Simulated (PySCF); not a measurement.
# BH5SSi: the cost of one run

The runs use PySCF 2.14.0, with density-fitted response routines of our own; the level of theory stands in each step. All values are computed, except where a source is named. Atoms are numbered from 0 throughout.

## 1. The starting structure

8 atoms, charge 0, multiplicity 1; geometry from: GFN2-xTB. The atoms were then displaced at random by about 0.01 Å, so the start is not that level's minimum.

Bonds of the start (Å): B0–S1 1.77, S1–Si2 2.18, B0–H3 1.17, B0–H4 1.14, Si2–H5 1.46, Si2–H6 1.46, Si2–H7 1.43.

## 2. Optimising the geometry at PBE0-D3(BJ)/def2-SVP

The job: settings as JSON, then the geometry in Å.

```
{"job": {"xc": "PBE0", "basis": "def2-SVP", "d3": "d3bj", "grid": 1, "shake": 0.01, "kind": "geom"}, "charge": 0, "multiplicity": 1}
B      1.741460     0.047410     0.311790
S      0.247550     0.188190     1.254880
Si    -1.379430    -0.051470    -0.181490
H      1.704580    -0.104580    -0.850750
H      2.733280     0.171680     0.863310
H     -1.263690     1.029510    -1.156110
H     -1.205200    -1.357980    -0.802420
H     -2.523420     0.058110     0.663810
```

Run with:

```sh
OMP_NUM_THREADS=1 python probes_run.py task.json out
```

This one command runs all jobs of the session in turn.

Q: Estimate the wall time and peak memory of this first job on 1 thread of Arm Neoverse V1, shared host.

About 9.1 s, with a peak of 0.31 GiB.
